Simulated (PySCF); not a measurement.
Species: ClH3PSi (doublet state).
Z-matrix (Å and degrees, GFN2-xTB geometry), rows numbered from 1:
```
P 
Si  1  2.2389
Cl  2  2.0325  1  109.36
H   1  1.3842  2   94.87  3  -169.70
H   1  1.3864  2   96.39  3   -76.24
H   2  1.4699  1  109.00  3  -115.56
```

The hyperfine couplings belong to this conformer and change with its torsions.

Identity: `P[SiH]Cl` [radical].

Method used: PySCF 2.14.0, UKS B3LYP, pcH-1 on Cl H P Si, non-relativistic, mean-field spin-orbit, GIAO. Isolated species at its GFN2-xTB geometry (one conformer only). Couplings are sensitive to structure, and on GFN2-xTB geometries they can be far from those on DFT ones, by a factor of two or more for some ions and for spin on atoms past the first row. The SCF solution wasn't tested for stability.

**Question.** Match the computed a_iso(1H) values +86.4, +15.4 MHz (means over equivalent nuclei) with the sites H4/H5; H6.

**Answer.** 
| site | a_iso (MHz) | ρ(0) (bohr⁻³) | position | distance from Si2 (Å) | bound to | spin population there | largest \|T\| (MHz) |
| --- | --- | --- | --- | --- | --- | --- | --- |
| H4/H5 | +15.4 | +0.0034 | 2 bonds from Si2, on P1 of spin population +0.14 | 2.75 | P1 | +0.14 | 4.6 |
| H6 | +86.4 | +0.0193 | 1 bond from Si2 | 1.47 | Si2 | +0.75 | 7.4 |

ρ(0) is the spin density at the nucleus and T the dipolar tensor; a_iso includes a spin–orbit part; entries for several nuclei are means. The largest Mulliken spin populations are on Si2 (+0.75), P1 (+0.14) and Cl3 (+0.06). The angles at Si2 add up to 324.4°, so it is pyramidal.

Class means assume fast exchange of nuclei equivalent by connectivity; if that motion is slow, each nucleus keeps its own coupling. The 1H value of +15.4 MHz is a mean of couplings from 6.0 to 24.8 MHz in this one geometry, not an average over conformers.
